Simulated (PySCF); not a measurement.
Level of theory: B3LYP-D3(BJ)/def2-TZVP (PySCF 2.14.0). Gas-phase values, no solvent. B3LYP has the VWN-RPA correlation part, as in Gaussian. 

Reference species (SMILES): `O` (neutral, multiplicity 1).

- dipole moment: 2.06 D

Changed species: `CO` (whole molecule; the reference has whole molecule).

**Question.** Predict the effect on the dipole moment.

**Answer.** the dipole moment falls by 0.36 D, to 1.70 D.
